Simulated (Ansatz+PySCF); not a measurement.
The numbers below are computed, except where a source is named.
Input for Ansatz (development build ahead of 0.2.0):

```yaml
crystal:
  periodic: [false, false, false]
  atoms:
    - { symbol: F, position_ang: [0.0, -0.07998, -1.866] }
    - { symbol: C, position_ang: [0.0, 0.51924, -0.69631] }
    - { symbol: C, position_ang: [0.0, 0.01223, 0.51467] }
    - { symbol: H, position_ang: [0.0, 0.66349, 1.37673] }
    - { symbol: H, position_ang: [0.0, -1.11497, 0.6709] }
basis:
  gaussian: { orbitals: cc-pVTZ }
magnetization:
  initial_magnetization: 1
hamiltonian:
  xc: hf
correlation:
  method: mp2
  frozen_orbitals: { C: 1, F: 1, H: 0 }
output:
  forces: true
```

The input is written out in the form of the current development build from the run's settings. Correlation on restricted open-shell orbitals is semicanonical, with singles.

Results

```
Converged                                                          : yes
Reference energy                                                   : -176.29634 hartree
Correlation energy                                                 : -0.54361 hartree
Total energy                                                       : -176.83995 hartree
Spin squared of the determinant                                    : 0.750
Stability test                                                     : minimum among restricted orbitals
Occupied orbitals by symmetry in an Abelian subgroup (alpha; beta) : 10 A' 2 A''; 9 A' 2 A''
```

Forces (eV/Å):
| atom | Fx | Fy | Fz |
| --- | --- | --- | --- |
| F1 | 0.000 | 0.130 | 0.263 |
| C2 | 0.000 | -0.090 | -0.424 |
| C3 | 0.000 | -1.630 | 0.627 |
| H4 | 0.000 | -0.076 | -0.165 |
| H5 | 0.000 | 1.666 | -0.302 |

Caution: forces differ strongly between restricted and unrestricted references.
